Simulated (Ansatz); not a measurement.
Q: Name a neutral molecule of C, F, O and H with HOMO energy (PBE0/def2-TZVPP) between -9.90 and -9.60 eV and LUMO energy (ωB97M-V/def2-TZVPP) between 2.55 and 2.85 eV (Ansatz, PBE0-D4/def2-TZVP geometry).

A: `CCC(O)(F)F` (-9.70 eV, 2.61 eV). Other molecules can fit too; these were computed, each in one conformer that needn't be the lowest.
